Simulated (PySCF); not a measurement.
**Working out the ionisation energy of Ar**

Ar [Ar] (1S) → Ar⁺ [Ne] 3s2 3p5 (2P). Calculation: PySCF 2.14, in cc-pVDZ-DK (4s3p1d, 18 functions); scalar relativity by spin-free X2C-1e. Frozen: [Ne]. Energies in hartree (1 hartree = 27.21139 eV):

```json
{"part": "UHF", "Ar (lower)": "-528.606011", "Ar⁺ (upper)": "-528.067311"}
{"part": "CCSD correlation", "Ar (lower)": "-0.151899", "Ar⁺ (upper)": "-0.129222"}
{"part": "(T)", "Ar (lower)": "-0.001153", "Ar⁺ (upper)": "-0.001095"}
```

Q: What does Hartree-Fock give?

A: (-528.067311) − (-528.606011) = 0.538700 hartree = 14.659 eV.

Q: What do CCSD and CCSD(T) give?

A: The CCSD correlation energies differ by 0.022677 hartree = 0.617 eV and the triples by 0.000058 hartree = 0.002 eV, so CCSD gives 15.276 eV and CCSD(T) 15.278 eV.

Measured between the centres of the two terms (NIST): 15.819 eV, so CCSD(T) (valence) is off by -0.541 eV.

A double-zeta basis recovers only part of the correlation energy.

What remains against the reference includes basis incompleteness, the frozen core and higher excitations.
